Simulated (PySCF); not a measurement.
**Which is lower?**

The two ends of one reaction step of SiNH8F, singlet (PBE0-D4/def2-TZVP).

A:

| atom | x (Å) | y (Å) | z (Å) |
| --- | --- | --- | --- |
| Si1 | -0.2179 | 1.4036 | -0.8180 |
| H2 | -1.0141 | -2.4734 | -1.2810 |
| H3 | 0.7009 | 0.4727 | -1.5068 |
| H4 | -0.5785 | 2.4998 | -1.7585 |
| H5 | -1.4605 | 0.7527 | -0.3516 |
| H6 | 1.0315 | 0.0869 | 1.7313 |
| F7 | 0.5281 | 2.1409 | 0.4002 |
| H8 | -0.7200 | -1.9140 | -0.8815 |
| N9 | 0.5914 | -0.6442 | 1.1857 |
| H10 | 1.2973 | -1.3407 | 0.9814 |
| H11 | -0.1069 | -1.0839 | 1.7724 |

B:

```xyz
11
angstrom
Si -0.6248 0.9932 -1.6757
H 0.3777 -0.0874 -1.4804
H -1.1467 0.8627 -3.0655
H 0.0004 2.3257 -1.5228
H -1.7587 0.8065 -0.7388
H 0.4791 0.2749 1.3075
F 0.4177 1.2261 1.1371
H 0.4876 -1.7536 0.5735
N 0.5538 -1.3292 1.4912
H 1.4226 -1.6351 1.9124
H -0.2079 -1.6872 2.0543
```

Program: PySCF 2.14 with density fitting (its default auxiliary sets; JK sets also for MP2 and CCSD(T)). Basis: def2-TZVPP. Cores are frozen in the correlated methods. B3LYP uses VWN-RPA correlation.

Task: Which structure is lower at CCSD(T), and by how much? (To be estimated.)

Result: The calculation gives: A, by 0.610 eV (electronic energy, against the other). By their contacts, A is a complex of SiH₃F ([F][SiH3]) + NH₃ + H₂ and B is a complex of SiH₄ + NH₃ + HF.

All methods give the same order:

```csv
method,E(B) − E(A) (eV)
SPW92,0.299
PBE-D4,0.463
r2SCAN-D4,0.606
PBE0-D4,0.488
B3LYP-D4,0.602
BHLYP-D4,0.651
wB97M-V,0.635
HF,0.751
MP2,0.654
CCSD,0.620
CCSD(T),0.610
```

The T1 diagnostic stays at or below 0.010.

Labels in which every atom is bracketed show which atoms are joined, not bond orders.

For scale, one of the runs: CCSD(T)/def2-TZVPP, 216 basis functions, launched by `OMP_NUM_THREADS=4 python run.py`. Time: 13 min of wall clock on 4 CPU threads of an Intel Xeon; the host was shared. Peak host memory: 3.2 GiB.
